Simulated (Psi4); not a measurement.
# CH3BCl (SMILES C[B]Cl): UB3LYP/6-31G(d) (spherical functions)

Aim: the vertical ionisation energy of CH3BCl at UB3LYP/6-31G* (spherical functions), from 2 runs. 

Program for the calculation: Psi4 1.11.

2 further runs of the same task are left out: 2 that didn't finish.

## Step 1: The structure to begin with

The species is CH3BCl (6 atoms), meant as a doublet with charge 0. SMILES: `C[B]Cl`. The coordinates come from a PBE0-D4/def2-TZVP relaxation.

Bond lengths: C1–B2 1.544 Å, B2–Cl3 1.727 Å, C1–H4 1.099 Å, C1–H5 1.095 Å, C1–H6 1.091 Å. Angles: C1–B2–Cl3 126.1°, B2–C1–H4 106.5°, B2–C1–H5 113.2°, B2–C1–H6 113.0°, H4–C1–H5 107.2°, H4–C1–H6 106.6°, H5–C1–H6 109.9°.

## Step 2: Energy and forces at UB3LYP/6-31G(d) (spherical functions)

The input, ch3bcl.json:

```json
{
  "schema_name": "qcschema_input",
  "schema_version": 1,
  "molecule": {
    "schema_name": "qcschema_molecule",
    "schema_version": 2,
    "symbols": ["C", "B", "Cl", "H", "H", "H"],
    "geometry": [-0.5478316, 0.61453894, -0.59035044, 0.36906351, -2.00216483, 0.31690707, 2.77374001, -2.56190171, 2.45248656, -2.02862099, 1.21263725, 0.738316, 0.93390265, 2.0575338, -0.54745366, -1.42107405, 0.5582251, -2.45739985],
    "molecular_charge": 0,
    "molecular_multiplicity": 2,
    "fix_symmetry": "c1"
  },
  "driver": "gradient",
  "model": {
    "method": "b3lyp",
    "basis": "6-31G*"
  },
  "keywords": {
    "reference": "uks",
    "puream": true,
    "e_convergence": 1e-09,
    "d_convergence": 1e-08,
    "scf_type": "pk",
    "dft_radial_points": 99,
    "dft_spherical_points": 590,
    "maxiter": 100,
    "scf_properties": ["LOWDIN_CHARGES", "WIBERG_LOWDIN_INDICES", "QUADRUPOLE"]
  }
}
```

The run is started by

```console
$ psi4 --qcschema ch3bcl.json -n 1 --memory 2200MB
```

stdout:

```text
[...]
  Running in c1 symmetry.
[...]
  Nuclear repulsion =   76.029351733043185
[...]
  Multiplicity = 2
[...]
  Nalpha       = 16
  Nbeta        = 15
[...]
    Number of basis functions: 52
[...]
   @UKS iter   1:  -524.73539133767292   -1.80706e-01   1.14595e-02 DIIS/ADIIS
[...]
   @UKS iter  13:  -524.92430017238735   -2.95586e-12   3.37841e-09 DIIS
[...]
   @S^2 Observed:                7.514848314E-01
[...]
    Orbital Energies [Eh]
    ---------------------
    Alpha Occupied:
       1A   -101.533913     2A    -10.172454     3A     -9.467814
       4A     -7.227916     5A     -7.223351     6A     -7.221955
       7A     -6.807823     8A     -0.850443     9A     -0.717759
      10A     -0.484144    11A     -0.426410    12A     -0.420670
      13A     -0.390367    14A     -0.350698    15A     -0.341254
      16A     -0.189903
    Alpha Virtual:
      17A     -0.045842    18A      0.104534    19A      0.112948
      20A      0.155854    21A      0.178192    22A      0.256995
      23A      0.348225    24A      0.412851    25A      0.419743
[...]
  @UKS Final Energy:  -524.92430017238735
   => Energetics <=
    Nuclear Repulsion Energy =             76.0293517330431854
    One-Electron Energy =                -872.1617062325087772
    Two-Electron Energy =                 302.5554710588555167
    DFT Exchange-Correlation Energy =     -31.3474167317773116
    Empirical Dispersion Energy =           0.0000000000000000
    VV10 Nonlocal Energy =                  0.0000000000000000
    Total Energy =                       -524.9243001723873476
[...]
 Multipole Moments:
 ------------------------------------------------------------------------------------
     Multipole            Electronic (a.u.)      Nuclear  (a.u.)        Total (a.u.)
 ------------------------------------------------------------------------------------
 L = 1.  Multiply by 2.5417464519 to convert [e a0] to [Debye]
 Dipole X            :          3.2790722           -3.5303973           -0.2513251
 Dipole Y            :         -4.4905876            4.9722252            0.4816376
 Dipole Z            :          2.9305275           -3.1260542           -0.1955267
 Magnitude           :                                                    0.5773818
 L = 2.  Multiply by 1.3450342976 to convert [e a0^2] to [Debye ang]
 Quadrupole XX       :        -98.8363631           80.4920469          -18.3443162
 Quadrupole XY       :         63.4159719          -64.2517485           -0.8357766
[...]
  -Total Gradient:
     Atom            X                  Y                   Z
    ------   -----------------  -----------------  -----------------
       1        0.000967187432    -0.002880924379    -0.000118615003
       2        0.005430576251     0.004822504900     0.004881187491
       3       -0.007508990759     0.001746590028    -0.006696332287
       4        0.001477834580    -0.001131514709    -0.000949261311
       5       -0.001164206248    -0.002273012475     0.000586148587
       6        0.000793359808    -0.000286546424     0.002291244921
[...]
```

The result, in JSON:

```text
{
 "driver": "gradient",
 "model": {
  "method": "b3lyp",
  "basis": "6-31G*"
 },
 "success": true,
 "return_result": [0.0009671874319703219, -0.0028809243791581805, -0.00011861500311255956, 0.005430576251472863, 0.004822504899806387, 0.004881187491248357, -0.0075089907591252, 0.0017465900277133448, -0.006696332286946105, 0.0014778345797310244, -0.0011315147086230215, -0.0009492613112716264, -0.0011642062476146242, -0.0022730124754447717, 0.0005861485874597838, 0.0007933598076371035, -0.0002865464237451886, 0.002291244921387048],
 "properties": {
  "calcinfo_nbasis": 52,
  "calcinfo_nmo": 52,
  "calcinfo_nalpha": 16,
  "calcinfo_nbeta": 15,
  "calcinfo_natom": 6,
  "nuclear_repulsion_energy": 76.02935173304319,
  "return_energy": -524.9243001723873,
  "return_gradient": [0.0009671874319703219, -0.0028809243791581805, -0.00011861500311255956, 0.005430576251472863, 0.004822504899806387, 0.004881187491248357, -0.0075089907591252, 0.0017465900277133448, -0.006696332286946105, 0.0014778345797310244, -0.0011315147086230215, -0.0009492613112716264, -0.0011642062476146242, -0.0022730124754447717, 0.0005861485874597838, 0.0007933598076371035, -0.0002865464237451886, 0.002291244921387048],
  "scf_one_electron_energy": -872.1617062325088,
  "scf_two_electron_energy": 302.5554710588555,
  "scf_xc_energy": -31.34741673177731,
  "scf_dipole_moment": [-0.2513251124869562, 0.48163759945505547, -0.19552669607338746],
  "scf_total_energy": -524.9243001723873,
  "scf_total_gradient": [0.0009671874319703219, -0.0028809243791581805, -0.00011861500311255956, 0.005430576251472863, 0.004822504899806387, 0.004881187491248357, -0.0075089907591252, 0.0017465900277133448, -0.006696332286946105, 0.0014778345797310244, -0.0011315147086230215, -0.0009492613112716264, -0.0011642062476146242, -0.0022730124754447717, 0.0005861485874597838, 0.0007933598076371035, -0.0002865464237451886, 0.002291244921387048],
  "scf_iterations": 13
 }
}
```

Run time: 22 s. Hardware: 1 thread of AMD EPYC 7R43 (Zen 3), shared host; peak memory 0.67 GiB.

## Step 3: The singlet cation: a single-point energy at B3LYP/6-31G(d) (spherical functions)

The input, ch3bcl.xyz:

```xyz
6
CH3BCl
C     -0.289900     0.325200    -0.312400
B      0.195300    -1.059500     0.167700
Cl     1.467800    -1.355700     1.297800
H     -1.073500     0.641700     0.390700
H      0.494200     1.088800    -0.289700
H     -0.752000     0.295400    -1.300400
```

The input, job.py:

```python
import psi4

psi4.set_memory(2200000000)
psi4.set_num_threads(1)
psi4.core.set_output_file('output.dat', False)

with open('ch3bcl.xyz') as f:
    atoms = ''.join(f.readlines()[2:])
molecule = psi4.geometry('1 1\n' + atoms + 'symmetry c1\nno_reorient\nno_com')

psi4.set_options({
    'basis': '6-31G*',
    'puream': True,
    'e_convergence': 1e-09,
    'd_convergence': 1e-08,
    'scf_type': 'pk',
    'dft_radial_points': 99,
    'dft_spherical_points': 590,
})

result = psi4.energy("B3LYP", molecule=molecule)
print(f'B3LYP energy: {result:.10f} Eh')
```

The run is started by

```console
$ python job.py
```

output.dat:

```text
[...]
  Running in c1 symmetry.
[...]
  Nuclear repulsion =   76.029351716677780
[...]
  Multiplicity = 1
[...]
  Nalpha       = 15
  Nbeta        = 15
[...]
    Number of basis functions: 52
[...]
   @RKS iter   1:  -524.46219639666754    9.24891e-02   1.08071e-02 ADIIS/DIIS
[...]
   @RKS iter  11:  -524.63143298953162   -4.09273e-12   7.66276e-09 DIIS
[...]
    Orbital Energies [Eh]
    ---------------------
    Doubly Occupied:
       1A   -101.820551     2A    -10.420417     3A     -9.751270
       4A     -7.512426     5A     -7.505688     6A     -7.505540
       7A     -7.159710     8A     -1.121066     9A     -0.960967
      10A     -0.746231    11A     -0.664282    12A     -0.655582
      13A     -0.649153    14A     -0.604383    15A     -0.593887
[...]
  @RKS Final Energy:  -524.63143298953162
   => Energetics <=
    Nuclear Repulsion Energy =             76.0293517166777804
    One-Electron Energy =                -863.8319370452671819
    Two-Electron Energy =                 294.2278234175666398
    DFT Exchange-Correlation Energy =     -31.0566710785088773
    Empirical Dispersion Energy =           0.0000000000000000
    VV10 Nonlocal Energy =                  0.0000000000000000
    Total Energy =                       -524.6314329895316177
[...]
 Multipole Moments:
 ------------------------------------------------------------------------------------
     Multipole            Electronic (a.u.)      Nuclear  (a.u.)        Total (a.u.)
 ------------------------------------------------------------------------------------
 L = 1.  Multiply by 2.5417464519 to convert [e a0] to [Debye]
 Dipole X            :        -42.6980646           43.1961157            0.4980510
 Dipole Y            :         44.7042360          -46.0475234           -1.3432874
 Dipole Z            :        -36.9900646           37.4681668            0.4781022
 Magnitude           :                                                    1.5103171
[...]
```

On the terminal:

```text
B3LYP energy: -524.6314329895 Eh
```

It took 11 s on 1 thread of AMD EPYC 7R43 (Zen 3), shared host; peak memory 0.67 GiB.

## Step 4: Summary of results

Level: UB3LYP/6-31G* (spherical functions).

```
                                          quantity          value
                      doublet CH3BCl: total energy  -524.92430 Eh
                     doublet CH3BCl: dipole moment         1.47 D
doublet CH3BCl: HOMO energy (highest over α and β)       -5.17 eV
 doublet CH3BCl: LUMO energy (lowest over α and β)       -1.25 eV
                              doublet CH3BCl: ⟨S²⟩          0.751
          doublet CH3BCl: largest force on an atom     0.525 eV/Å
                      singlet cation: total energy  -524.63143 Eh
                       singlet cation: HOMO energy      -16.16 eV
                       singlet cation: LUMO energy      -10.52 eV
                     singlet cation: HOMO–LUMO gap        5.64 eV
vertical ionisation energy (to the singlet cation)       7.969 eV
```

In words: Removing an electron at fixed nuclei costs 7.97 eV (184 kcal/mol). The largest force (doublet CH3BCl) is 0.53 eV/Å: the shape isn't a stationary point for this species at this level. Only the singlet of the ionised species was computed; a triplet could lie lower.
